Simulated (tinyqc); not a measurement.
Worked calculation: G0W0 on RHF in the sto-3g basis, for H2O, spin multiplicity 1. One step of it, computed by the program tinyqc.

Question. G0W0 on Hartree-Fock: HOMO. W(p,q,m) = sqrt2 sum_ia (pq|ia) (X+Y)_ia,m; Sigma_c(x) = sum_(i,m) W^2/(x - e_i + w_m) + sum_(a,m) W^2/(x - e_a - w_m); solve x = e_p + Sigma_c(x) by Newton steps; Z = 1/(1 - dSigma/dx); 1 hartree = 27.211386 eV.

orbital energies (hartree): [-20.246888, -1.265328, -0.606295, -0.456834, -0.392410, 0.585951, 0.729932]

Two-electron integrals over orbitals (pq|rs), unique and non-zero (hartree):
```
(11|11) 4.744759    (21|11) -0.417107   (21|21) 0.058297    (22|11) 1.005327
(22|21) -0.013021   (22|22) 0.728944    (31|11) 0.021308    (31|21) -0.002445
(31|22) 0.002445    (31|31) 0.011219    (32|11) -0.008332   (32|21) 0.001310
(32|22) 0.010584    (32|31) 0.017702    (32|32) 0.142516    (33|11) 0.799930
(33|21) -0.004550   (33|22) 0.643502    (33|31) -0.000863   (33|32) -0.004972
(33|33) 0.630903    (41|11) 0.184161    (41|21) -0.022694   (41|22) 0.015853
(41|31) 0.001674    (41|32) 0.000146    (41|33) 0.006418    (41|41) 0.027411
(42|11) -0.131941   (42|21) 0.009179    (42|22) 0.001561    (42|31) -0.000027
(42|32) 0.001449    (42|33) 0.005974    (42|41) 0.018464    (42|42) 0.124015
(43|11) 0.022788    (43|21) -0.000945   (43|22) 0.007875    (43|31) -0.003494
(43|32) 0.019870    (43|33) 0.004301    (43|41) -0.001247   (43|42) -0.010016
(43|43) 0.049295    (44|11) 0.989257    (44|21) -0.013304   (44|22) 0.671973
(44|31) -0.000012   (44|32) -0.008300   (44|33) 0.596213    (44|41) -0.010902
(44|42) -0.102534   (44|43) 0.012334    (44|44) 0.770353    (51|51) 0.026036
(52|51) 0.032480    (52|52) 0.144656    (53|51) -0.001618   (53|52) -0.005433
(53|53) 0.029004    (54|51) -0.013470   (54|52) -0.047177   (54|53) 0.003303
(54|54) 0.055303    (55|11) 1.115339    (55|21) -0.011713   (55|22) 0.747702
(55|31) 0.000591    (55|32) -0.004056   (55|33) 0.628155    (55|41) 0.005144
(55|42) -0.070741   (55|43) 0.012823    (55|44) 0.723106    (55|55) 0.880159
(61|11) 0.221268    (61|21) -0.033274   (61|22) 0.000843    (61|31) 0.004917
(61|32) 0.004957    (61|33) -0.000729   (61|41) -0.000108   (61|42) -0.019985
(61|43) 0.000311    (61|44) 0.018338    (61|55) 0.005801    (61|61) 0.029675
(62|11) -0.288235   (62|21) 0.006191    (62|22) -0.134923   (62|31) 0.002768
(62|32) 0.014653    (62|33) -0.074090   (62|41) -0.018156   (62|42) -0.022629
(62|43) -0.009456   (62|44) -0.078361   (62|55) -0.148872   (62|61) 0.008489
(62|62) 0.097136    (63|11) 0.100056    (63|21) -0.002109   (63|22) 0.043968
(63|31) -0.003239   (63|32) 0.034119    (63|33) 0.027121    (63|41) 0.000465
(63|42) -0.019716   (63|43) 0.030541    (63|44) 0.038128    (63|55) 0.054606
(63|61) 0.000355    (63|62) -0.027579   (63|63) 0.075901    (64|11) -0.224246
(64|21) 0.002424    (64|22) -0.098837   (64|31) -0.002561   (64|32) -0.019952
(64|33) -0.043386   (64|41) -0.001568   (64|42) 0.036695    (64|43) -0.008688
(64|44) -0.121918   (64|55) -0.119922   (64|61) -0.001773   (64|62) 0.054933
(64|63) -0.036790   (64|64) 0.077047    (65|51) -0.014641   (65|52) -0.055141
(65|53) 0.008328    (65|54) 0.000349    (65|65) 0.036884    (66|11) 0.806115
(66|21) -0.007231   (66|22) 0.610316    (66|31) -0.003398   (66|32) -0.046191
(66|33) 0.573623    (66|41) 0.019661    (66|42) 0.053016    (66|43) -0.025827
(66|44) 0.556027    (66|55) 0.590511    (66|61) -0.009106   (66|62) -0.091606
(66|63) -0.016834   (66|64) -0.034140   (66|66) 0.622446    (71|11) 0.071829
(71|21) -0.011250   (71|22) -0.001108   (71|31) -0.014311   (71|32) -0.022252
(71|33) 0.001747    (71|41) 0.001109    (71|42) -0.004697   (71|43) 0.005183
(71|44) 0.005053    (71|55) 0.001818    (71|61) 0.003395    (71|62) -0.003052
(71|63) 0.004321    (71|64) 0.002883    (71|66) 0.003933    (71|71) 0.022172
(72|11) -0.099424   (72|21) 0.001878    (72|22) -0.045595   (72|31) -0.013683
(72|32) -0.038162   (72|33) -0.018519   (72|41) -0.004476   (72|42) 0.000823
(72|43) 0.032553    (72|44) -0.032333   (72|55) -0.050155   (72|61) -0.003178
(72|62) 0.012945    (72|63) 0.026333    (72|64) 0.021464    (72|66) -0.032394
(72|71) 0.017146    (72|72) 0.066967    (73|11) -0.347094   (73|21) 0.007150
(73|22) -0.131438   (73|31) -0.000228   (73|32) 0.018997    (73|33) -0.086896
(73|41) 0.000898    (73|42) 0.074670    (73|43) -0.002278   (73|44) -0.151008
(73|55) -0.181953   (73|61) -0.006470   (73|62) 0.066908    (73|63) -0.022249
(73|64) 0.073229    (73|66) -0.048845   (73|71) -0.001925   (73|72) 0.031910
(73|73) 0.146934    (74|11) -0.039941   (74|21) 0.000526    (74|22) -0.012176
(74|31) 0.009257    (74|32) 0.074278    (74|33) -0.012154   (74|41) -0.001133
(74|42) 0.001584    (74|43) -0.002060   (74|44) -0.023322   (74|55) -0.020200
(74|61) 0.003711    (74|62) 0.018266    (74|63) 0.036369    (74|64) -0.006073
(74|66) -0.037782   (74|71) -0.012047   (74|72) -0.011147   (74|73) 0.027194
(74|74) 0.066549    (75|51) -0.004723   (75|52) -0.018012   (75|53) -0.022103
(75|54) 0.002141    (75|65) 0.003983    (75|75) 0.025496    (76|11) -0.008600
(76|21) 0.000630    (76|22) 0.006637    (76|31) 0.007729    (76|32) 0.082413
(76|33) -0.010345   (76|41) 0.004345    (76|42) 0.016255    (76|43) 0.041188
(76|44) -0.016887   (76|55) -0.005183   (76|61) -0.000805   (76|62) -0.008265
(76|63) 0.048296    (76|64) -0.017950   (76|66) -0.041918   (76|71) -0.010414
(76|72) 0.007866    (76|73) 0.027735    (76|74) 0.045872    (76|76) 0.088670
(77|11) 0.861576    (77|21) -0.008989   (77|22) 0.626833    (77|31) 0.005728
(77|32) 0.053121    (77|33) 0.604923    (77|41) 0.005405    (77|42) -0.009650
(77|43) 0.027860    (77|44) 0.597813    (77|55) 0.621433    (77|61) 0.005418
(77|62) -0.066336   (77|63) 0.056900    (77|64) -0.053161   (77|66) 0.540543
(77|71) -0.005328   (77|72) -0.018187   (77|73) -0.074283   (77|74) 0.023545
(77|76) 0.040925    (77|77) 0.642302
```

excitation energies w (hartree): [1.049055, 1.125790, 1.172660, 1.237581, 1.397462, 1.589358, 2.061492, 2.149634, 20.891753, 21.021486]

X + Y, order 1>6, 1>7, 2>6, 2>7, 3>6, 3>7, 4>6, 4>7, 5>6, 5>7:
```
[[0.000000, 0.000071, 0.000000, -0.000544, -0.000515, 0.001509, -0.001411, 0.000109, 0.997225, 0.052019],
 [0.000000, -0.000594, 0.000000, 0.001788, 0.001067, 0.000599, 0.002095, -0.002574, -0.052360, 0.997572],
 [0.000000, -0.072417, 0.000000, -0.063755, 0.039970, -0.314119, 0.815293, 0.380369, 0.000148, -0.000044],
 [0.000000, -0.042040, 0.000000, 0.079226, -0.033256, -0.091785, -0.440348, 0.854835, -0.000075, 0.000309],
 [0.000000, 0.240289, 0.000000, -0.610293, 0.675688, -0.101776, -0.074914, 0.010754, 0.000001, 0.000047],
 [0.000000, -0.230633, 0.000000, -0.191541, 0.078607, 0.841386, 0.154469, 0.149372, -0.000078, -0.000027],
 [0.000000, 0.910457, 0.000000, 0.073185, -0.162874, 0.170419, 0.072197, 0.064620, -0.000018, 0.000026],
 [0.000000, 0.040607, 0.000000, 0.737004, 0.597840, 0.079510, 0.039114, 0.002476, 0.000047, -0.000128],
 [0.963926, 0.000000, 0.055627, 0.000000, 0.000000, 0.000000, 0.000000, 0.000000, 0.000000, 0.000000],
 [-0.062992, 0.000000, 0.976494, 0.000000, 0.000000, 0.000000, 0.000000, 0.000000, 0.000000, 0.000000]]
```

Give: The 12 largest terms at x = e_p; Newton steps; quasiparticle energy of the HOMO; Hartree-Fock value.

Answer.

The 12 largest terms at x = e_p (hartree; W for the signs of X + Y given):
```
q  m        W      term
5  6  -0.1829    0.0210
5  7  -0.1993    0.0193
5  8  -0.1894    0.0167
5  2  -0.0594    0.0031
2  1  -0.0736    0.0028
6  1   0.0499   -0.0012
5  5   0.0364    0.0010
3  3  -0.0299    0.0006
7  3   0.0355   -0.0005
5  4  -0.0235  4.46e-04
2  3  -0.0292  4.17e-04
3  1   0.0133  1.41e-04
```

Newton steps (hartree):
```
step        x  Sigma_c(x)       Z
0     -0.3924      0.0638  0.9640
1     -0.3309      0.0615  0.9663
2     -0.3309      0.0615  0.9663
```

quasiparticle energy of the HOMO = -9.0034 eV

Hartree-Fock value = -10.6780 eV
